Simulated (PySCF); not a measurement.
## XPS shifts beside NMR shieldings

Compound: C4H7O2 (charge +1).
SMILES with atom numbers: `[CH3:1][C+:2]1[O:3][CH2:4][CH2:5][O:6]1`

Cartesian coordinates in Å at the PBE0-D3(BJ)/def2-SVP level; atoms count from 1:
```
atom  x, y, z in Å
C1     2.0848    0.2659   -0.3902
C2     0.6596    0.0856   -0.1105
O3     0.2032   -0.9536    0.4728
C4    -1.2452   -0.8573    0.5923
C5    -1.5407    0.4972   -0.0617
O6    -0.2134    0.9534   -0.4502
H7     2.2481    0.0837   -1.4667
H8     2.3717    1.3075   -0.1877
H9     2.6835   -0.4415    0.1942
H10   -1.6721   -1.7217    0.0683
H11   -1.4855   -0.9117    1.6616
H12   -1.9570    1.2517    0.6176
H13   -2.1458    0.4417   -0.9752
```

Binding energies: delta-SCF UKS SCAN, pcX-2 on the ionised atom, pcseg-1 elsewhere, spin-free X2C (PySCF). Shieldings: GIAO PBE0/pcSseg-1, non-relativistic, same geometry.

| atom | C 1s (eV) |
| --- | --- |
| C1 | 296.95 |
| C2 | 301.63 |
| C4 | 298.59 |

**Question.** What are the absolute isotropic shieldings of these atoms?

**Answer.** 
```csv
atom,environment,C 1s (eV),isotropic shielding (ppm)
C1,methyl carbon,296.95,168.6
C4,sp3 carbon bound to oxygen,298.59,108.7
C2,carbon bonded to C and 2 O,301.63,-15.0
```

**Question.** Among the listed atoms, is the one with the highest binding energy also the least shielded?

**Answer.** Yes: C2 has both (301.63 eV, -15.0 ppm).

By binding energy: C1 < C4 < C2. By shielding: C2 < C4 < C1.

Of atoms equivalent by bonding only the ionised one is listed; its partners' own values can differ in this conformer. The species carries charge +1, so core ionisation leaves charge +2. Geometry: PBE0-D3(BJ)/def2-SVP; no solvent, vibrations or thermal averaging.
